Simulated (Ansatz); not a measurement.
The input, for Ansatz 0.2.0:

```yaml
crystal:
  periodic: [false, false, false]
  atoms:
    - {symbol: P, position_ang: [-0.015433, -0.009008, -2.122260]}
    - {symbol: Si, position_ang: [-0.016266, -0.025151, -0.031213]}
    - {symbol: Si, position_ang: [0.031698, 0.034159, 2.153473]}
basis:
  gaussian: {orbitals: cc-pVDZ, point_charges: [{charge: -0.50, position_ang: [3.556, -0.911, -0.241]}]}
magnetization: {spin_polarized: false, initial_magnetization: 3}
correlation: {active_space: {window: {electrons: 7, orbitals: 6}, states: [{multiplicity: 4, weights: [1, 1, 1, 0.5]}], root: 0}}
```

```sh
$ ansatz run in.yaml --threads 1 --pin off --events-out ev --progress --plain --max-ram 2393MiB
```

Log:

```
995 factors; integrals over basis functions are off by at most 1.9e-7 eV
mean field evaluation 1: about -24989.7350 eV, gradient 1.2e1 eV
mean field evaluation 2: about -24989.9782 eV, gradient 1.3e1 eV
mean field evaluation 4: about -24991.6028 eV, gradient 2.8e0 eV
mean field evaluation 8: about -24993.0757 eV, gradient 1.8e0 eV
mean field evaluation 16: about -24993.2611 eV, gradient 1.7e-3 eV
mean field evaluation 32: about -24993.1440 eV, gradient 1.8e0 eV
mean field evaluation 64: about -24993.2490 eV, gradient 3.2e-1 eV
mean field evaluation 96: about -24990.6977 eV, gradient 3.4e0 eV
mean field evaluation 128: about -24992.8750 eV, gradient 8.9e-1 eV
mean field -24993.26109088 eV, -918.4854040488 hartree, gradient 6.7e-6 eV, S^2 3.750000; 10 other end points of the search recorded, 0 dependent functions left out
reference -24993.26109088 eV, -918.4854040488 hartree; 23, 20 occupied and 31, 34 virtual orbitals, 995 factors
state -24993.68319850 eV, -918.5009162178 hartree
state -24993.10768210 eV, -918.4797663804 hartree
state -24992.11914610 eV, -918.4434383524 hartree
state -24991.70757303 eV, -918.4283133211 hartree
Total energy: -24993.68319850 eV, -918.5009162178 hartree
```

Natural occupations, averaged over the states: 1.7123 1.5501 1.5350 1.0547 1.0193 0.1285.

Ran on 1 thread of Arm Neoverse V1, shared host: 7.5 s wall, 0.17 GiB peak host memory.
